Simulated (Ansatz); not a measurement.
A nudged elastic band was laid between two geometries of AlClH₄ (6 atoms, charge 0, multiplicity 1).

Theory: RKS r2SCANh/6-31G* in Ansatz.

```json
{
  "movable images": "7",
  "climbing image": "yes",
  "spring": "5.0 eV/Å²",
  "optimiser": "quadratic models (default)",
  "start path": "through a guess of the saddle point",
  "force threshold": "0.03 eV/Å",
  "iteration limit": "60",
  "end points": "relaxed"
}
```

Image 0:

```xyz
6
Properties=species:S:1:pos:R:3
Al 0.002 0.155 0.021
H -0.002 0.692 1.526
H 1.377 0.106 -0.778
H -1.379 0.030 -0.758
Cl 0.079 -2.350 0.923
H 0.072 -2.013 2.164
```

Image 8:

```xyz
6
Properties=species:S:1:pos:R:3
Al 0.021 -0.622 -0.312
H 0.011 0.252 2.089
H 1.401 0.122 -0.490
H -1.400 0.044 -0.472
Cl 0.081 -2.704 0.029
H 0.034 -0.472 2.254
```

Question: Which bonds break or form, and what moves?

Answer: Bonds broken: Al1–H2, Cl5–H6. Bonds formed: H2–H6. AlClH4 becomes AlClH2 + H2.

Question: Give the energies along the band, and the barrier.

Answer: The run converged. The highest image is number 3 of 0 to 8, 0.121 eV above the first end and 1.580 eV above the last; the last end lies 1.459 eV below the first. A vibrational analysis at the climbing image gives one clearly imaginary mode, 410i cm⁻¹: a first-order saddle point. The orbitals stay closed-shell, which can raise the energy where a bond breaks towards radicals; this wasn't checked here.

| image | path coordinate (Å) | energy (eV) | Al1–H2 (Å) | Cl5–H6 (Å) | H2–H6 (Å) |
| --- | --- | --- | --- | --- | --- |
| 0 | 0.00 | 0.000 | 1.60 | 1.29 | 2.78 |
| 1 | 0.34 | 0.024 | 1.60 | 1.29 | 2.32 |
| 2 | 0.69 | 0.082 | 1.61 | 1.30 | 1.90 |
| 3 | 1.03 | 0.121 | 1.64 | 1.36 | 1.49 |
| 4 | 1.40 | -0.101 | 1.73 | 1.62 | 1.07 |
| 5 | 1.76 | -0.875 | 1.90 | 1.97 | 0.81 |
| 6 | 2.13 | -1.314 | 2.11 | 2.35 | 0.75 |
| 7 | 2.49 | -1.442 | 2.31 | 2.76 | 0.75 |
| 8 | 2.86 | -1.459 | 2.56 | 3.15 | 0.74 |

Question: What is the geometry of the highest image?

Answer: 
```xyz
6
Properties=species:S:1:pos:R:3
Al 0.008 -0.044 0.046
H 0.012 0.201 1.671
H 1.412 0.125 -0.663
H -1.412 0.048 -0.644
Cl 0.078 -2.419 0.960
H 0.052 -1.292 1.727
```

Question: What are the harmonic wavenumbers there?

Answer: 410i, 240, 376, 542, 646, 770, 854, 926, 1693, 1970, 1990, 2095 cm⁻¹.

The run took 2.4 min on 1 thread of Arm Neoverse V1 (shared host), peak memory 0.11 GiB.
